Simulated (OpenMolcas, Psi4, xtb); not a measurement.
**HBS (hydrogen boron sulfide): the dipole moment, rung by rung**

The species is HBS (3 atoms), meant as a singlet with charge 0. SMILES: `B=S`. The coordinates come from a PBE0-D4/def2-TZVP relaxation.

```xyz
3

B    -0.0387   -0.0146    0.1348
S     0.3992    0.1476   -1.3933
H    -0.3605   -0.1331    1.2585
```

Each level gives the dipole moment (D). The values are calculated.

Problem. The value from experiment is 1.30 D (NIST CCCBDB). From what is known of these methods, estimate their order from the nearest to it to the farthest.
A. HF/def2-TZVPPD (Psi4)
B. SVWN5/def2-TZVPPD (OpenMolcas)
C. GFN1-xTB (xtb)
D. TPSS/def2-TZVPPD (OpenMolcas)
E. M06-2X/def2-TZVPPD (Psi4)

Solution. D (1.34 D, +0.04), B (1.20 D, -0.10), C (1.43 D, +0.13), E (1.48 D, +0.18), A (2.00 D, +0.70).
